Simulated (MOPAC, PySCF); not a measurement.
C$_{2}$H$_{7}$N, SMILES `CCN`, neutral singlet in the gas phase. 

Cartesian coordinates (Å):
```xyz
10

C      1.0125     0.3450     0.0786
C     -0.2697    -0.1475    -0.5748
N     -1.3737    -0.4243     0.3298
H      1.7945     0.5309    -0.6634
H      1.3955    -0.3914     0.7913
H      0.8397     1.2777     0.6237
H     -0.6154     0.5885    -1.3076
H     -0.0661    -1.0613    -1.1420
H     -1.6140     0.4081     0.8552
H     -1.1033    -1.1258     1.0092
```
Charge 0, spin multiplicity 1.

All levels are single points at this geometry (PBE0-D3(BJ)/def2-TZVP); Pople sets use spherical d functions. Orbital energies aren't observables, and empty levels follow the basis.

```tsv
level	HOMO (eV)	LUMO (eV)	gap (eV)	dipole (D)	vertical IE, Delta-SCF (eV)
PBE-D3(BJ)/def2-TZVP in PySCF	-5.31	0.29	5.60	1.26	–
PBE0-D3(BJ)/def2-TZVP in PySCF	-6.81	1.10	7.91	1.32	–
B3LYP/3-21G in PySCF	-5.62	3.00	8.62	1.51	–
B3LYP/6-311+G** in PySCF	-6.63	0.04	6.66	1.43	–
BP86/6-31G* in PySCF	-4.97	1.67	6.64	1.35	–
PBE/6-31G* in PySCF	-4.85	1.68	6.53	1.34	9.00
HF/6-31G* in PySCF	-10.42	6.05	16.47	1.51	8.16
HF/STO-3G in PySCF	-8.62	16.54	25.16	1.49	–
PM7 in MOPAC	-9.68	3.70	13.38	2.14	–
```
